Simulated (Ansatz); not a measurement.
`CCCSC` → `CCSCC`  (isomerisation)

Gas-phase electronic energies from Ansatz, PBE0-D4/def2-TZVP geometries. CBS: MP2 limit from def2 TZ/QZ plus the TZ coupled-cluster correction, frozen cores. Functionals use def2-TZVPP. One conformer a species, not always the lowest.

`CCCSC`:

Cartesian coordinates in Å:
```
C -1.283 0.644 1.362
C -1.125 -0.042 0.017
C -0.139 0.653 -0.910
S 1.572 0.708 -0.335
C 2.018 -1.026 -0.475
H -1.652 1.666 1.239
H -1.991 0.108 1.998
H -0.326 0.698 1.886
H -2.093 -0.082 -0.495
H -0.820 -1.083 0.161
H -0.151 0.194 -1.904
H -0.418 1.703 -1.040
H 1.871 -1.387 -1.496
H 3.078 -1.100 -0.229
H 1.459 -1.653 0.221
```

`CCSCC`:

Z-matrix (Å, degrees):
```
C
C 1 1.515
H 1 1.092 2 111.6
H 1 1.092 2 110.9 3 -120.4
H 1 1.094 2 110.4 3 119.3
S 2 1.806 1 114.8 3 64.7
H 2 1.093 1 110.6 3 -178.5
H 2 1.093 1 111.2 3 -60.4
C 6 1.806 2 102.2 1 -63.1
C 9 1.515 6 114.8 2 -63.1
H 9 1.093 6 103.6 2 176.2
H 9 1.093 6 109.5 2 62.9
H 10 1.092 9 110.9 6 -55.7
H 10 1.092 9 111.6 6 64.7
H 10 1.094 9 110.5 6 -176.0
```

(1) Is it downhill or uphill in electronic energy at CCSD(T)/CBS, and by how much? (Estimate.)

(2) What do these levels give: LDA (SPW92), PBE0-D4, CAM-B3LYP, SCS-MP2/def2-TZVPP, CCSD(T)/def2-TZVPP, MP2/def2-QZVPP? (Best estimate.)

Largest T1 diagnostic among the species: 0.009.

Answers

(1) Computed: Nearly level: ΔE = -0.5 kcal/mol.

(2) The calculation gave: LDA (SPW92) -0.5, PBE0-D4 -0.4, CAM-B3LYP -0.3, SCS-MP2/def2-TZVPP -0.5, CCSD(T)/def2-TZVPP -0.5, MP2/def2-QZVPP -0.6 kcal/mol.

Leaving LDA and LC-ωPBE aside and taking each functional with its dispersion term where it has one, the values, not all of them listed here, spread over 0.3 kcal/mol, from BLYP-D4 to ωB97X-V.
